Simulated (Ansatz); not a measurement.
## Structure relaxation of Zn2Au

Computed with DFT PBE, scalar-relativistic, plane waves, PAW (Ansatz 0.2.0). Cutoff 420 eV, Γ-centred k mesh, Gaussian smearing, no spin polarisation in the final step.

The start puts Zn2Au on the AlB2 structure type (P6/mmm, No. 191), with Au in place of Al, Zn in place of B, at a guessed volume.

```xyz
3
Lattice="3.6009 0.0000 0.0000 -1.8005 3.1185 0.0000 0.0000 0.0000 3.8880" Properties=species:S:1:pos:R:3 pbc="T T T"
Zn    0.0000    2.0790    1.9440
Zn    1.8005    1.0395    1.9440
Au    0.0000    0.0000    0.0000
```

Cell and atoms relax at zero pressure; the relaxation can't lower the symmetry of the start. After a coarse first stage the cell is made exact in the group found at 0.06 Å.

Formation energies are uncorrected and refer to the elements' standard structures at the same level.

Task: Which crystal results?

Result: It keeps P6/mmm (No. 191), but not the shape of the type it started on. Conventional cell: a = 4.425 Å, c = 2.791 Å. Zn is coordinated by 3 Zn at 2.55 Å, 2 Zn at 2.79 Å and 6 Au at 2.91 Å; around Au lie 2 Au at 2.79 Å and 12 Zn at 2.91 Å.

```
Zn Au
1.0
     4.42525    0.00000    0.00000
    -2.21262    3.83238    0.00000
     0.00000    0.00000    2.79135
Zn Au
2 1
Direct
  0.33333 0.66667 0.50000
  0.66667 0.33333 0.50000
  0.00000 0.00000 0.00000
```

Task: What are its volume, energy, density and gap?

Result: The volume per atom is 15.78 Å³, the density is 11.50 g/cm³ and the energy over the elements is -0.08 eV/atom. The gap on the 12×12×16 mesh is 0 eV (a metal).

The final run used a 12×12×16 mesh on its 3-atom cell and 0.10 eV smearing. For metals, differences of a few meV/atom aren't resolved. Spin–orbit coupling is left out. A structure relaxed within its symmetry needn't be a true minimum. The steps took of the order of 30 core-seconds in all.

Cost: 4 runs of about 0.57 core-minutes in all, on AMD EPYC 9B45 (Zen 5) (shared hosts).